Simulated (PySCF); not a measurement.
Compound: 3-butyn-2-one, C4H4O.
Atom-mapped SMILES: `[CH:1]#[C:2][C:3]([CH3:4])=[O:5]` (hydrogens: H6 on C1; H7, H8, H9 on C4)

Vertical excitations from PySCF (density fitting, frozen core in the response, grid level 2 and gas phase unless stated; continuum runs use non-equilibrium linear response for the excitations) on a GFN2-xTB geometry. Reference run:

```json
{"settings": "PBE0/def2-SVPD, full TDDFT, 8 singlets", "S1, eV (f)": "3.96 (0.000)", "S2, eV (f)": "5.07 (0.000)", "S3, eV (f)": "5.97 (0.100)", "S4, eV (f)": "7.14 (0.011)", "S5, eV (f)": "7.22 (0.000)", "S6, eV (f)": "7.52 (0.009)", "T1, eV (Tamm–Dancoff)": "3.37", "mean α (au)": "49.4"}
```

Question: What do these settings give: LC-wPBE/IGLO-III, IEF-PCM tetrahydrofuran, TDA, 12 singlets?

Answer: 
```csv
settings,"S1, eV (f)","S2, eV (f)","S3, eV (f)","S4, eV (f)","S5, eV (f)","S6, eV (f)","T1, eV (Tamm–Dancoff)",mean α (au)
"LC-wPBE/IGLO-III, IEF-PCM tetrahydrofuran, TDA, 12 singlets",4.31 (0.000),5.35 (0.000),6.22 (0.114),7.22 (0.000),8.32 (0.013),8.79 (0.351),–,57.5
```

S1 moves by +0.35 eV; functional, basis, environment and response scheme change together, so the shift can't be laid on one. States are counted by energy in each run and needn't keep their character from row to row.

Question: Which orbital pairs make up S1 in each run, and how does it sit against the orbital gap?

Answer: 
```tsv
settings	S1 configurations (weight)	S1 (eV)	orbital gap (eV)	S1 − gap (eV)
PBE0/def2-SVPD, full TDDFT, 8 singlets	H→L 0.98	3.96	6.11	-2.15
LC-wPBE/IGLO-III, IEF-PCM tetrahydrofuran, TDA, 12 singlets	H→L 0.93	4.31	11.40	-7.09
```

The species at its GFN2-xTB geometry.
